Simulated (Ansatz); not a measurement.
**One element changed: atomization energies of CO, SiO, GeO**

Ansatz 0.2.0, basis cc-pVDZ; geometries are PBE0/def2-TZVP minima. Wave-function levels freeze the cores with the filled d shells of p-block atoms; HF, MP2 and coupled cluster are restricted for singlets and unrestricted otherwise, atoms included (their steps beyond CCSDT(Q) come from restricted open-shell runs), restricted open-shell where a d shell is frozen. NEVPT2 and MRCISD+Q stand on CASSCF in the full valence space, and MRCISD+Q is size-consistent only roughly. The reference is CCSDTQ (coupled cluster only where its series has nearly closed). An error is the level's value less the reference. None of these values is a measured one. Energies are electronic, without zero-point terms. No spin–orbit coupling and no scalar relativity. The set is small: it underbinds, by tens of kJ/mol for each bond, so near ties and functionals' places can change in larger sets. The species are chosen: bound, without strong static correlation by their natural occupations or amplitudes, in their lowest spin state as far as vertical gaps and like structures tell, and with a ladder that closes on the reference, so errors are smaller than for species at large; levels whose determinant breaks symmetry or spin markedly are left out.

```tsv
species	bonds (Å)	quantity	symmetry of the states	reference	value (kcal/mol)	error CCSD	error CCSD(T)	error CCSDT(Q)	error NEVPT2	error MRCISD+Q
CO, singlet	C–O 1.123	atomization	Σ⁺	CCSDTQ	241.3	-6.1	-0.6	0.1	2.4	-1.8
SiO, singlet	O–Si 1.509	atomization	Σ⁺	CCSDTQ	160.9	-7.0	-0.8	0.2	-1.6	-3.3
```

Question: One member is withheld: GeO, singlet (O–Ge 1.623), where CCSD gives 130.0 kcal/mol for the atomization. Estimate from the other members what CCSDTQ gives.

Answer: The errors of CCSD for the others average -6.5 kcal/mol; taking that off gives 136.5, which misses by 2.2, against 8.7 without the correction. The computed value at CCSDTQ is 138.7 kcal/mol. Errors against it: CCSD -8.7, CCSD(T) -1.1, CCSDT(Q) 0.4, NEVPT2 -0.6, MRCISD+Q -2.9.

The reference falls from C to Ge, by 102.6 kcal/mol in all.
